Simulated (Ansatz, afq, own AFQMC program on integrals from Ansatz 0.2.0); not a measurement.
Integrals from Ansatz 0.2.0, then the random walk in our own AFQMC program (afq).

```yaml
crystal:
  periodic: [false, false, false]
  atoms:
    - {symbol: Si, position_ang: [0.000101, -0.000070, -0.049511]}
    - {symbol: H, position_ang: [1.602174, 0.016519, 0.463121]}
    - {symbol: H, position_ang: [-0.816238, 1.381060, 0.456229]}
    - {symbol: H, position_ang: [-0.788764, -1.395622, 0.460225]}
basis:
  gaussian: {orbitals: 6-31G}
magnetization: {spin_polarized: true, initial_magnetization: 1}
correlation: {method: ccsd_t, electrons: outside_noble_gas, hamiltonian_folder: ham}
```

```sh
$ ansatz run in.yaml --threads 1 --pin off --events-out ev --progress --plain --max-ram 24576MiB --backend cuda --devices 0, --max-vram 18GiB
```

afq runs on the folder ham with

```
--method phaseless --trial cid --walkers 160 --populations 1 --least-time 40 --time-step 0.005 --steps-per-block 25 --equilibration-blocks 48 --max-blocks 320 --target-error 0.00064 --factor-cut 1e-05 --start spin_pure --seed 368 --taylor-order 6
```

Times are imaginary, in 1/Eh. The walk had a cap of 60 s.

Output of the walk:

```
orbitals 14  electrons 4 3  factors 83 of 236
reference energy -290.53864057 Eh
CCSD correlation -0.07871347 Eh in 10 cycles, weight of the determinant in the CISD state 0.9297
energy of the start -290.617504 Eh
 block  time / (1/Eh)  mean weight  energy / Eh
     1     0.125  0.9998  -290.617033
     2     0.250  1.0002  -290.616679
     3     0.375  0.9999  -290.616718
     4     0.500  1.0000  -290.616685
     5     0.625  1.0004  -290.616660
     7     0.875  0.9998  -290.616769
     9     1.125  1.0000  -290.617070
    19     2.375  0.9991  -290.617825
    37     4.625  1.0000  -290.619565
    55     6.875  1.0001  -290.618562
    73     9.125  1.0001  -290.618666
    82    10.250  1.0004  -290.621505
    91    11.375  1.0003  -290.619023
   109    13.625  1.0002  -290.619243
   127    15.875  0.9998  -290.618217
   145    18.125  0.9997  -290.618330
   163    20.375  1.0001  -290.618276
   181    22.625  1.0003  -290.619226
   199    24.875  0.9992  -290.618508
   217    27.125  0.9995  -290.619292
   235    29.375  1.0001  -290.619044
   253    31.625  1.0000  -290.618767
   271    33.875  0.9999  -290.619327
   289    36.125  1.0005  -290.619430
   307    38.375  0.9997  -290.618278
   325    40.625  0.9995  -290.618740
   343    42.875  1.0001  -290.619254
   361    45.125  1.0002  -290.619748
blocks merged  error / Eh  count
     1  0.000029  320
     2  0.000038  160
     4  0.000049  80
     8  0.000059  40
    16  0.000060  20
    32  0.000066  10
energy -290.618995 +/- 0.000060 Eh
(rows thinned)
```

The run passed its tests (sampling time, drift between the halves within three errors, error under three times the target), which doesn't prove that it has relaxed.

Against this walk (error 1.6 meV) on the same determinant: CCSD(T) 14.8 meV higher, CCSDT(Q) 0.3 meV lower (within the noise), CCSDTQ 0.7 meV lower (within the noise), full CI 0.7 meV lower (within the noise), a separate phaseless walk with a CISD trial and standard settings 4.2 ± 1.9 meV higher. The error is statistical and leaves out the bias of the constraint.

Cautions: constraint bias not in the error.

The walk took 32 s on 1 × NVIDIA H100 80GB HBM3 with 2 threads of AMD EPYC 7R13 Processor (Zen 3) (shared host) (the card was shared). The log's last line is the phaseless energy.

CCSDT and higher add their correlation energy to the determinant of the CCSD(T) run, since their own runs factorise the integrals more tightly (a shift of under 2 meV). A walk keeps the symmetry of its determinant, which the program's search chose and which needn't be the lowest solution, so a lower state of the same spin and another symmetry isn't excluded.
